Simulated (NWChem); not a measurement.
# Spin states of dimethyl sulfide (C$_{2}$H$_{6}$S)

```xyz
9

C     -1.3791     0.0000     0.5069
S      0.0000     0.0000    -0.6547
C      1.3791     0.0000     0.5069
H     -1.3742     0.8990     1.1429
H     -2.3023     0.0000    -0.0896
H     -1.3742    -0.8990     1.1429
H      1.3742     0.8990     1.1429
H      2.3023     0.0000    -0.0896
H      1.3742    -0.8990     1.1429
```
Charge 0, spin multiplicity 1.

Program: NWChem. The geometry was optimised at PBE0/def2-SVP, a minimum by its harmonic frequencies.

Basis set: def2-SVP. The gap is E(triplet) − E(singlet) at the geometry of the singlet, so a negative value puts the higher spin lower. Open shells are unrestricted, coupled cluster uses restricted open-shell references, and the singlet is the closed-shell solution. The triplet is the single determinant that the SCF runs reached, with unpaired electrons in orbitals of symmetry b1 and b2 (C2v labels); it need not be the lowest triplet, which in molecules with degenerate π orbitals can need several determinants.

```
method      vertical singlet-triplet gap (kcal/mol)  relative cost  difference from CCSD(T)
----------  ---------------------------------------  -------------  -----------------------
PBE                                           122.1        under 3                    -11.4
B2PLYP                                        130.0        under 3                     -3.5
MP2                                           135.5        under 3                     +2.0
CR-CCSD(T)                                    133.7             10                     +0.3
CCSD(T)                                       133.4             10                      0.0
CAM-B3LYP                                     129.4              6                     -4.0
B3LYP                                         126.3        under 3                     -7.1
HF                                            130.0        under 3                     -3.5
BHandHLYP                                     130.2              1                     -3.2
```

The values span 13.4 kcal/mol, from PBE (lowest) to MP2 (highest). Costs are rough ratios of processor time within this set of runs, SCF included, with BHandHLYP as 1.

The correlated methods keep 7 core orbitals frozen. B3LYP has NWChem's definition, with VWN1-RPA local correlation. GW and range-separated runs recompute their integrals, the others keep them in memory, which bears on the times. The stability of the SCF solutions was not checked. Open-shell Hartree-Fock references start from PBE0 orbitals; any time given for them includes that run. Differences from the coupled-cluster row are differences between methods, not errors against experiment.
